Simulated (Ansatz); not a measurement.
## How methods differ on PH (SMILES [PH])

PH has 2 atoms, charge 0, and is taken as a triplet. SMILES: `[PH]`. The shape is that of a PBE0-D4/def2-TZVP optimisation.

```
atom   x (Å)   y (Å)    z (Å)
   P  0.0000  0.0000  -0.0146
   H  0.0000  0.0000   1.4137
```

Quantity: the energy change with the P1–H2 bond stretched from 1.428 to 1.643 Å, in eV. The values are calculated.

```tsv
level	kind	program	value (eV)	less CCSD(T)/cc-pVTZ	CPU time (all runs)
UHF/cc-pVTZ	Hartree–Fock	Ansatz	0.41	+0.09	0.49 s
UBLYP/cc-pVTZ	GGA	Ansatz	0.27	-0.05	2.2 s
U-r2SCAN0/cc-pVTZ	hybrid meta-GGA	Ansatz	0.36	+0.04	5.7 s
UPBE0/cc-pVTZ	global hybrid	Ansatz	0.33	+0.01	2.3 s
UPBE-QIDH/cc-pVTZ	double hybrid	Ansatz	0.38	+0.06	2.8 s
UBCCD(T)/cc-pVTZ	coupled cluster or CI	Ansatz	0.32	0.00	2.7 s
UCCSD(T)/cc-pVTZ	coupled cluster or CI	Ansatz	0.32	0.00	1.8 s
UCCSD/cc-pVTZ	coupled cluster or CI	Ansatz	0.34	+0.02	1.6 s
```

UCCSD(T)/cc-pVTZ is the highest level here, not the true value. The first shape isn't each level's own minimum. The values span 0.27 to 0.41 eV. CPU times are rough (shared hosts, several kinds of processor): they show what a rung costs within a factor of a few.
